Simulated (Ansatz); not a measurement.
# C3H4FNO: inversion of the pyramid at N1, part 2 of 2

Wanted: the energy profile along the inversion of the pyramid at N1, from relaxed end points and a band of images. SMILES of the start: NC=C1OC1F.

Ansatz 0.2.0; RKS B3LYP/def2-SVP. Earlier steps stand in the parts before.

## Step 5: The band, image by image

Images 0 and 10 are the ends. Energies count from image 0; the path length is the program's own measure over all atoms.

| image | path (Å) | energy (eV) | sum of angles at N1 (°) | band force (eV/Å) |
| --- | --- | --- | --- | --- |
| 0 | 0.000 | 0.0000 | 339.1 | - |
| 1 | 0.097 | 0.0019 | 340.6 | 0.024 |
| 2 | 0.193 | 0.0088 | 344.1 | 0.048 |
| 3 | 0.290 | 0.0258 | 351.2 | 0.044 |
| 4 | 0.387 | 0.0489 | 357.7 | 0.021 |
| 5* | 0.483 | 0.0596 | 360.0 | 0.012 |
| 6 | 0.575 | 0.0502 | 357.5 | 0.024 |
| 7 | 0.666 | 0.0301 | 351.3 | 0.040 |
| 8 | 0.757 | 0.0149 | 344.6 | 0.046 |
| 9 | 0.849 | 0.0088 | 341.1 | 0.026 |
| 10 | 0.940 | 0.0073 | 339.7 | - |

The star marks the climbing image.

image, energy (eV) and a bar:
```
        0      0.000 
        1      0.002 #
        2      0.009 ####
        3      0.026 #############
        4      0.049 #########################
        5      0.060 ##############################
        6      0.050 #########################
        7      0.030 ###############
        8      0.015 ########
        9      0.009 ####
       10      0.007 ####
```

How the highest energy settled:

| iteration | highest image above image 0 (eV) | largest band force (eV/Å) |
| --- | --- | --- |
| 1 | 0.0741 | 0.552 |
| 2 | 0.0626 | 0.229 |
| 3 | 0.0599 | 0.259 |
| 4 | 0.0596 | 0.074 |
| 5 | 0.0596 | 0.048 |

The band as a trajectory file:

```xyz
10
image=0 dE=0.0000
N    -0.903   -1.650    0.701
C    -0.163   -0.931   -0.240
C     0.271    0.319   -0.103
O     0.190    1.356    0.832
C     0.960    1.542   -0.349
F     0.476    2.446   -1.225
H    -1.600   -2.268    0.295
H    -1.312   -1.078    1.435
H     0.126   -1.477   -1.143
H     2.039    1.692   -0.201
10
image=1 dE=0.0019
N    -0.922   -1.637    0.699
C    -0.180   -0.919   -0.240
C     0.273    0.324   -0.099
O     0.217    1.358    0.843
C     0.979    1.537   -0.345
F     0.504    2.457   -1.211
H    -1.572   -2.306    0.298
H    -1.371   -1.070    1.413
H     0.095   -1.461   -1.149
H     2.061    1.666   -0.206
10
image=2 dE=0.0088
N    -0.949   -1.618    0.689
C    -0.202   -0.905   -0.246
C     0.274    0.329   -0.099
O     0.235    1.361    0.848
C     0.998    1.532   -0.339
F     0.542    2.465   -1.201
H    -1.542   -2.347    0.310
H    -1.418   -1.066    1.400
H     0.062   -1.444   -1.160
H     2.083    1.641   -0.199
10
image=3 dE=0.0258
N    -0.995   -1.588    0.660
C    -0.223   -0.892   -0.258
C     0.277    0.332   -0.101
O     0.244    1.364    0.850
C     1.017    1.527   -0.332
F     0.578    2.467   -1.197
H    -1.515   -2.388    0.328
H    -1.440   -1.067    1.407
H     0.038   -1.432   -1.172
H     2.102    1.625   -0.183
10
image=4 dE=0.0489
N    -1.059   -1.551    0.618
C    -0.236   -0.883   -0.268
C     0.284    0.332   -0.100
O     0.249    1.364    0.852
C     1.032    1.522   -0.324
F     0.603    2.463   -1.192
H    -1.494   -2.417    0.344
H    -1.440   -1.070    1.421
H     0.028   -1.427   -1.178
H     2.116    1.615   -0.169
10
image=5 dE=0.0596
N    -1.127   -1.513    0.574
C    -0.246   -0.877   -0.274
C     0.292    0.328   -0.096
O     0.252    1.363    0.854
C     1.044    1.516   -0.317
F     0.623    2.458   -1.188
H    -1.471   -2.435    0.359
H    -1.432   -1.075    1.431
H     0.021   -1.423   -1.183
H     2.128    1.606   -0.157
10
image=6 dE=0.0502
N    -1.194   -1.479    0.533
C    -0.257   -0.873   -0.280
C     0.297    0.324   -0.091
O     0.255    1.360    0.856
C     1.056    1.509   -0.309
F     0.641    2.452   -1.182
H    -1.447   -2.442    0.374
H    -1.421   -1.080    1.433
H     0.014   -1.420   -1.187
H     2.138    1.596   -0.144
10
image=7 dE=0.0301
N    -1.257   -1.449    0.495
C    -0.272   -0.867   -0.289
C     0.299    0.319   -0.087
O     0.256    1.355    0.859
C     1.067    1.500   -0.299
F     0.662    2.445   -1.175
H    -1.416   -2.442    0.393
H    -1.410   -1.082    1.427
H     0.004   -1.414   -1.194
H     2.149    1.582   -0.127
10
image=8 dE=0.0149
N    -1.306   -1.428    0.464
C    -0.293   -0.859   -0.303
C     0.296    0.315   -0.084
O     0.256    1.346    0.864
C     1.079    1.489   -0.287
F     0.690    2.439   -1.163
H    -1.376   -2.438    0.419
H    -1.409   -1.070    1.409
H    -0.015   -1.404   -1.210
H     2.160    1.560   -0.105
10
image=9 dE=0.0088
N    -1.331   -1.419    0.443
C    -0.310   -0.854   -0.321
C     0.294    0.309   -0.087
O     0.261    1.329    0.872
C     1.090    1.476   -0.274
F     0.716    2.441   -1.141
H    -1.339   -2.434    0.451
H    -1.428   -1.038    1.380
H    -0.040   -1.392   -1.234
H     2.171    1.532   -0.085
10
image=10 dE=0.0073
N    -1.321   -1.431    0.443
C    -0.310   -0.859   -0.332
C     0.291    0.304   -0.094
O     0.260    1.313    0.875
C     1.076    1.480   -0.278
F     0.687    2.451   -1.130
H    -1.274   -2.444    0.507
H    -1.435   -1.011    1.361
H    -0.048   -1.392   -1.251
H     2.158    1.539   -0.098
```

## Step 6: Frequencies at the highest image

The geometry is the highest inner image of the first converged band.

Input file input.yaml:

```yaml
crystal:
  periodic: [false, false, false]
  atoms:
    - { symbol: "N", position_ang: [-1.127159, -1.513177, 0.574182] }
    - { symbol: C, position_ang: [-0.24607, -0.877429, -0.274058] }
    - { symbol: C, position_ang: [0.291998, 0.328037, -0.09587] }
    - { symbol: O, position_ang: [0.252374, 1.363371, 0.85367] }
    - { symbol: C, position_ang: [1.044373, 1.516048, -0.31654] }
    - { symbol: F, position_ang: [0.622639, 2.458164, -1.187992] }
    - { symbol: H, position_ang: [-1.471487, -2.434586, 0.358925] }
    - { symbol: H, position_ang: [-1.432106, -1.074762, 1.43062] }
    - { symbol: H, position_ang: [0.020595, -1.423148, -1.182802] }
    - { symbol: H, position_ang: [2.127945, 1.60638, -0.157135] }
basis:
  gaussian: { orbitals: def2-SVP }
hamiltonian:
  xc: b3lyp
phonons: {}
```

The run is started by

```console
$ ansatz run input.yaml --threads 2 --pin off --max-ram 3072MiB --backend cpu --events-out ev --progress --plain --runs-dir out
```

The log of the run, cut to the lines that bear on the results:

```text
Warning: RAYON_NUM_THREADS=2 ignored (pool sized by the plan → 2); use --threads N
[...]
Functional definition: B3LYP
[...]
1163 factors; integrals over basis functions are off by at most 3.3e-4 eV
[...]
mean field -9420.40522268 eV, -346.1935065536 hartree, gradient 7.0e-5 eV, S^2 0.000000; 0 other end points of the search recorded, 0 dependent functions left out
[...]
reference -9420.40542911 eV, -346.1935141396 hartree; 23, 23 occupied and 81, 81 virtual orbitals, 1163 factors
[...]
1163 factors; integrals over basis functions are off by at most 3.3e-4 eV
mean field -9420.40513740 eV, -346.1935034194 hartree, gradient 1.7e-6 eV, S^2 0.000000; 0 other end points of the search recorded, 0 dependent functions left out
[...]
reference -9420.40534388 eV, -346.1935110076 hartree; 23, 23 occupied and 81, 81 virtual orbitals, 1163 factors
[...]
1163 factors; integrals over basis functions are off by at most 3.3e-4 eV
[...]
WARN: phonons: modes at or below zero, which the zero-point energy, F, S and C_V leave out: 1, the lowest at -457.20 cm⁻¹. A minimum has none, and a first-order saddle one
[...]
Atom 1 at    -0.246070    -0.877429    -0.274058 Å, force     0.002414    -0.003706    -0.012130 eV/Å
Atom 2 at     0.291998     0.328037    -0.095870 Å, force    -0.008644     0.003930     0.008829 eV/Å
Atom 3 at     0.252374     1.363371     0.853670 Å, force     0.009491     0.002068    -0.009499 eV/Å
Atom 4 at     1.044373     1.516048    -0.316540 Å, force    -0.004901    -0.010204     0.005794 eV/Å
Atom 5 at     0.622639     2.458164    -1.187992 Å, force    -0.000924     0.003966    -0.000303 eV/Å
Atom 6 at    -1.471487    -2.434586     0.358925 Å, force    -0.002764    -0.001384     0.002890 eV/Å
Atom 7 at    -1.432106    -1.074762     1.430620 Å, force     0.000046    -0.002146     0.000784 eV/Å
Atom 8 at     0.020595    -1.423148    -1.182802 Å, force     0.001528    -0.000845     0.003985 eV/Å
Atom 9 at     2.127945     1.606380    -0.157135 Å, force     0.000553     0.002681     0.001784 eV/Å
Dipole moment:    -0.022312    -0.628967     0.024278 e Å
Vibrations: -457.20 100.06 165.40 296.83 392.05 459.00 536.64 638.57 733.63 839.67 937.44 1044.37 1105.67 1130.63 1204.36 1273.44 1347.65 1458.63 1605.89 1924.37 3133.21 3194.12 3634.96 3766.09 cm⁻¹, zero-point energy 1.916962 eV
```

It took 2.7 min on 2 threads of Arm Neoverse N1, shared host; peak memory 0.22 GiB.

Of 24 modes, 1 is imaginary by more than 30 cm⁻¹ (457i cm⁻¹).

## Step 7: The band again, with other settings

crystal.atoms is end A as relaxed above, and neb.final_atoms is end B, turned to lie on A. With 9 inner images the band has 11 in all.

Input file input.yaml:

```yaml
crystal:
  periodic: [false, false, false]
  atoms:
    - { symbol: "N", position_ang: [-0.90348, -1.650155, 0.701242] }
    - { symbol: C, position_ang: [-0.16285, -0.931483, -0.240058] }
    - { symbol: C, position_ang: [0.271351, 0.318698, -0.103106] }
    - { symbol: O, position_ang: [0.189582, 1.355873, 0.832003] }
    - { symbol: C, position_ang: [0.960495, 1.542062, -0.34901] }
    - { symbol: F, position_ang: [0.475794, 2.445624, -1.225415] }
    - { symbol: H, position_ang: [-1.600044, -2.268451, 0.295223] }
    - { symbol: H, position_ang: [-1.312342, -1.078347, 1.435383] }
    - { symbol: H, position_ang: [0.125817, -1.47706, -1.142609] }
    - { symbol: H, position_ang: [2.038778, 1.692139, -0.200653] }
basis:
  gaussian: { orbitals: def2-SVP }
hamiltonian:
  xc: b3lyp
neb:
  order_check: false
  images: 9
  f_tol: 0.05
  max_iterations: 60
  initial_path: idpp
  spring: 0.5
  final_atoms:
    - { symbol: "N", position_ang: [-1.23770831, -1.48819496, 0.49456171] }
    - { symbol: C, position_ang: [-0.26480218, -0.88439668, -0.30513573] }
    - { symbol: C, position_ang: [0.27311236, 0.31597901, -0.10486143] }
    - { symbol: O, position_ang: [0.1937461, 1.34918994, 0.83507678] }
    - { symbol: C, position_ang: [0.99051106, 1.52732804, -0.32972717] }
    - { symbol: F, position_ang: [0.54285066, 2.45037278, -1.205086] }
    - { symbol: H, position_ang: [-1.13502659, -2.49462429, 0.58748568] }
    - { symbol: H, position_ang: [-1.36779888, -1.048918, 1.40182988] }
    - { symbol: H, position_ang: [0.01906701, -1.42853211, -1.21010171] }
    - { symbol: H, position_ang: [2.06914977, 1.65069629, -0.16104202] }
```

The run is started by

```console
$ ansatz run input.yaml --threads 2 --pin off --max-ram 3072MiB --backend cpu --events-out ev --progress --plain --runs-dir out
```

The log of the run, cut to the lines that bear on the results:

```text
Warning: RAYON_NUM_THREADS=2 ignored (pool sized by the plan → 2); use --threads N
[...]
[... 1 set-up line as earlier in the session ...]
[...]
1164 factors; integrals over basis functions are off by at most 3.2e-4 eV
[...]
mean field -9420.46480204 eV, -346.1956960545 hartree, gradient 1.1e-5 eV, S^2 0.000000; 0 other end points of the search recorded, 0 dependent functions left out
[...]
reference -9420.46501577 eV, -346.1957039091 hartree; 23, 23 occupied and 81, 81 virtual orbitals, 1164 factors
1164 factors; integrals over basis functions are off by at most 4.3e-4 eV
[...]
mean field -9420.45754601 eV, -346.1954294005 hartree, gradient 4.6e-5 eV, S^2 0.000000; 0 other end points of the search recorded, 0 dependent functions left out
[...]
reference -9420.45775994 eV, -346.1954372623 hartree; 23, 23 occupied and 81, 81 virtual orbitals, 1164 factors
[...]
Atom 0 at    -1.127200    -1.513190     0.574181 Å, force     0.003600     0.005897    -0.002539 eV/Å
Atom 1 at    -0.246054    -0.877433    -0.274007 Å, force     0.002019    -0.003362    -0.012206 eV/Å
Atom 2 at     0.292010     0.328045    -0.095854 Å, force    -0.008954     0.003985     0.009300 eV/Å
Atom 3 at     0.252354     1.363471     0.853624 Å, force     0.009132     0.001391    -0.009026 eV/Å
Atom 4 at     1.044377     1.516061    -0.316527 Å, force    -0.004402    -0.010091     0.005024 eV/Å
Atom 5 at     0.622683     2.458123    -1.188064 Å, force    -0.000914     0.004006    -0.000343 eV/Å
Atom 6 at    -1.471527    -2.434580     0.358842 Å, force    -0.002766    -0.001449     0.003038 eV/Å
Atom 7 at    -1.432050    -1.074888     1.430709 Å, force     0.000045    -0.002099     0.000791 eV/Å
Atom 8 at     0.020560    -1.423105    -1.182797 Å, force     0.001698    -0.000977     0.004173 eV/Å
Atom 9 at     2.127948     1.606397    -0.157106 Å, force     0.000542     0.002699     0.001789 eV/Å
Dipole moment:    -0.022312    -0.629024     0.024331 e Å
this run last wrote the band of iteration 5 to <dir>
```

Wall time 3.4 min (2 threads of Arm Neoverse N1, shared host); peak memory 0.23 GiB.

## Step 8: The band, image by image

The 9 inner images lie between the fixed ends 0 and 10. Energy is taken from image 0, and the path length is the program's own coordinate along the band.

| image | path (Å) | energy (eV) | sum of angles at N1 (°) | band force (eV/Å) |
| --- | --- | --- | --- | --- |
| 0 | 0.000 | 0.0000 | 339.1 | - |
| 1 | 0.097 | 0.0019 | 340.6 | 0.023 |
| 2 | 0.194 | 0.0089 | 344.1 | 0.047 |
| 3 | 0.291 | 0.0261 | 351.3 | 0.039 |
| 4 | 0.387 | 0.0491 | 357.7 | 0.018 |
| 5* | 0.483 | 0.0596 | 360.0 | 0.012 |
| 6 | 0.572 | 0.0507 | 357.6 | 0.023 |
| 7 | 0.662 | 0.0309 | 351.6 | 0.038 |
| 8 | 0.754 | 0.0153 | 344.8 | 0.046 |
| 9 | 0.848 | 0.0089 | 341.2 | 0.026 |
| 10 | 0.941 | 0.0073 | 339.7 | - |

The star marks the climbing image.

image, energy (eV) and a bar:
```
        0      0.000 
        1      0.002 #
        2      0.009 ####
        3      0.026 #############
        4      0.049 #########################
        5      0.060 ##############################
        6      0.051 ##########################
        7      0.031 ################
        8      0.015 ########
        9      0.009 ####
       10      0.007 ####
```

## Step 9: Summary of results

The summary covers parts 1 to 2.

| quantity | value |
| --- | --- |
| end A | 8 moves, 0.314 eV lower |
| end B | 10 moves, 0.399 eV lower |
| first band: barrier forwards | 0.060 eV |
| first band: barrier backwards | 0.052 eV |
| first band: second end relative to first | +0.007 eV |
| first band: highest image | 5 of 0 to 10, climbing |
| first band: band iterations | 5 |
| imaginary modes at the top | 457i cm⁻¹ |
| second band | top 0.060 eV above image 0, 5 iterations, 9 inner images |
| time, first and second band | 3.5 min and 3.4 min |

In the first band: the barrier from the first end is 0.060 eV, 2.3 times kT at 300 K. Both ends agree in energy to 8 meV. One imaginary mode, as a first-order saddle point has. The second band's top agrees with the first's to 1 meV, so the changed settings hardly move the height. Zero-point energy and entropy are left out. Tunnelling, which matters where hydrogen moves, is missing too.
